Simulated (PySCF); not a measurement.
CH2, SMILES [CH2], multiplicity 3. Atoms are numbered in the order given.

```xyz
3

C      0.0000     0.0000    -0.1052
H      0.0000    -0.9937     0.3157
H      0.0000     0.9937     0.3157
```
Charge 0, spin multiplicity 3.

The structure is a stationary point at r2SCAN-D4/def2-TZVPD. The isomer is the one that the SMILES or the coordinates give; other isomers of the formula were not compared.

Calculation: PBE/def2-TZVPD run with PySCF.

The molecule is in vacuum.

Computed frontier levels, dipole moment and polarisability:
| Quantity | Result |
|---|---|
| α spin, highest occupied and lowest empty level | -5.71 and -0.07 eV |
| β spin, highest occupied and lowest empty level | -10.61 and -3.25 eV |
| dipole moment | 0.59 D |
| quadrupole, principal values (traceless, Buckingham form, about the centre of nuclear charge) | -1.45, -0.67, 2.12 D·Å |
| mean static polarisability | 15.5 bohr³ (2.30 Å³) |
| polarisability, principal values | 14.8, 15.4, 16.4 bohr³ |
| ⟨S²⟩ | 2.006 (pure state 2.00) |
